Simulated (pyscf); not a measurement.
## Four-centre exchange: H₃Si–O–SiH₃ + HCl → H₃Si–O–SiH₂–Cl + H₂

Gas phase, singlet surface, charge 0. Bonds broken: Si1–H4, Cl10–H11. Bonds formed: Si1–Cl10, H4–H11. Optimised with ωB97X-D3(BJ)/def2-SVP in PySCF.

Transition state (Å):

```xyz
11

Si    -2.0144     0.9070     0.0726
O     -0.7778    -0.0770    -0.4626
Si     0.8830    -0.1833    -0.4117
H     -1.8502     0.0449     1.5520
H     -3.1631     0.4561    -0.7234
H     -1.4154     2.2548     0.0898
H      1.3028    -0.8215     0.8692
H      1.3447    -1.0063    -1.5591
H      1.4799     1.1825    -0.4902
Cl    -3.6879     1.8548     1.6387
H     -2.5197     0.6070     1.7889
```

One imaginary mode, 843i cm⁻¹; descent along it reached the two sides named.

| bond | change | reactant side (Å) | saddle | product side |
|---|---|---|---|---|
| Si1–H4 | breaks | 1.493 | 1.720 | 3.4 |
| Cl10–H11 | breaks | 1.284 | 1.716 | 3.0 |
| Si1–Cl10 | forms | 3.4 | 2.480 | 2.072 |
| H4–H11 | forms | 2.8 | 0.906 | 0.760 |

Electronic energies relative to the separated reactants (kJ/mol):

```
level                   barrier  reaction energy  reverse barrier
----------------------  -------  ---------------  ---------------
ωB97X-D3(BJ)/def2-TZVP    122.8           -100.3            223.0
PBE/def2-TZVP              98.8            -87.8            186.6
r²SCAN/def2-TZVP          106.8            -96.6            203.3
B3LYP-D3(BJ)/def2-TZVP    121.2            -92.0            213.2
PBE0-D3(BJ)/def2-TZVP     108.4            -91.3            199.7
M06-2X/def2-TZVP          122.7           -100.9            223.6
ωB97M-D3(BJ)/def2-TZVP    126.5            -90.6            217.1
HF/def2-TZVP              203.0            -75.5            278.5
```

With ωB97M-D3(BJ)/def2-TZVP energies and thermal terms (ideal gas, 1 atm, RRHO with modes under 100 cm⁻¹ raised to 100, one conformer, R ln 2 for rigid chiral ones), in kJ/mol:

```tsv
T (K)	ΔH‡	ΔG‡	ΔH	ΔG
298	125.6	169.5	-95.3	-85.9
600	125.4	214.1	-92.1	-77.7
900	126.6	258.3	-90.1	-71.0
1200	128.2	301.9	-89.0	-64.8
```

This is the saddle that the search found; another between the same sides may lie lower.
